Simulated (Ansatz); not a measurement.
One change: `C=N/C(O)=N\C` becomes `C=NC(=N)O`.

Ansatz, PBE0-D4/def2-TZVP geometries, multiplicity 1. Each molecule was computed in one conformer, which needn't be the lowest.

```
                                                                                  property  `C=N/C(O)=N\C`
                                                         LUMO energy (PBE/def2-TZVPP) / eV           -2.59
                                                        LUMO energy (PBE0/def2-TZVPP) / eV           -1.59
                                                      HOMO–LUMO gap (PBE0/def2-TZVPP) / eV            5.85
                                                   HOMO–LUMO gap (ωB97M-V/def2-TZVPP) / eV           10.22
                                                     HOMO–LUMO gap (B3LYP/def2-TZVPP) / eV            5.41
ideal-gas entropy at 298 K and 1 bar (rigid rotor, harmonic PBE0-D4/def2-TZVP) / J/(mol·K)             335
```

Problem. Give the same properties after the change, and the shifts. (An estimate is asked.)

Solution. Computed: 
```csv
property,`C=NC(=N)O`,shift
LUMO energy (PBE/def2-TZVPP) / eV,-2.71,-0.12
LUMO energy (PBE0/def2-TZVPP) / eV,-1.69,-0.10
HOMO–LUMO gap (PBE0/def2-TZVPP) / eV,6.38,0.53
HOMO–LUMO gap (ωB97M-V/def2-TZVPP) / eV,10.83,0.61
HOMO–LUMO gap (B3LYP/def2-TZVPP) / eV,5.91,0.50
"ideal-gas entropy at 298 K and 1 bar (rigid rotor, harmonic PBE0-D4/def2-TZVP) / J/(mol·K)",301,-34
```

With PBE0 the HOMO falls by 0.62 eV and the LUMO falls by 0.10 eV, so the gap widens by about 0.52 eV. PBE moves the HOMO by -0.59 eV and ωB97M-V by -0.67 eV. The zero-point energy changes by -72.3 kJ/mol with -9 modes. Modes under 60 cm⁻¹, often nearly free rotors, make the harmonic entropy too high.

B3LYP here is the variant with VWN-RPA as its local correlation; programs differ in this.
